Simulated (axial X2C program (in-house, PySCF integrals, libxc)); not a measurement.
**ClH⁺: EOM-IP-CCSD levels**

Wanted for ClH⁺: EOM-IP-CCSD levels, at the two-component level.

Program: an in-house X2C program for linear molecules on PySCF integrals. Level of theory: two-component X2C with atomic mean-field terms, Cl dyall-av3z, H dyall-v3z. These are calculated values, not measurements.

### 1 Set-up

task.json reads:

```json
{"zs": [17, 1], "q": 1, "bas": ["dyall-av3z", "dyall-v3z"], "r0": 1.31, "eom": "ip", "rq": 0, "thr": -2.0, "nmax": 95, "grid": [1, 0.96, 1.045, 0.92, 1.09, 1.15]}
```

Keys: zs atomic numbers; q charge; bas basis sets; r0 starting distance in Å; eom kind of EOM run; thr threshold in hartree for freezing inner shells (an s shell follows its p shell); nmax most natural virtual spinors; grid distances as factors.

Launch:

```console
$ python soeom.py task.json out
```

Further steps of the session: EOM-IP-CCSD at 1.282 Å.

Q: Predict the outcome of this session. Wanted: next root; T1 of the reference; lowest state, Re and ωe.

**Answer**, as computed:

| quantity | value |
| --- | --- |
| lowest root at 1.282 Å | Ω = 3/2, 12.657 eV |
| next root | Ω = 1/2, about 630 cm⁻¹ higher |
| T1 of the reference | 0.006 |
| lowest state, Re and ωe | 1.319 Å, 2680 cm⁻¹ |

In words: The first ionisation of ClH costs 12.66 eV and empties a spinor of 94% Cl pπ. Errors of 0.1 to 0.3 eV are usual at this size, and roots led by higher excitations are left out, so the list is incomplete, and low states of that kind can be missing. The bond is 0.042 Å longer than in the closed-shell reference at CCSD (1.277 Å).
